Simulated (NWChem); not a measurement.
System: nitrogen dioxide (NO₂, doublet); SMILES [O]N=O

NWChem input:

```
start job
memory heap 200 mb stack 900 mb global 1100 mb
geometry units angstroms noautoz
  O     -1.092926     0.000000    -0.138541
  N      0.000000     0.000000     0.313987
  O      1.092926     0.000000    -0.138541
end
basis spherical
  * library def2-svp
end
dft
  odft
  mult 2
  xc b3pw91
  iterations 150
  mulliken
end
task dft energy
```

In the optimisation the excess spin sits in a1 (C2v, its own frame). Geometry: optimised at PBE0/def2-SVP, spin-unrestricted. No stability test was run on the SCF state.

Problem. What results follow from this input? (B3PW91/def2-SVP, spin-unrestricted.) Quantities: energy (Ha); highest occupied level (eV); lowest empty minus highest occupied level, either spin (eV); dipole (D); <S²>.

Solution. 
* **energy (Ha)**: -204.84
* **highest occupied level (eV)**: -7.69
* **lowest empty minus highest occupied level, either spin (eV)**: 3.99
* **dipole (D)**: 0.32
* **<S²>**: 0.753
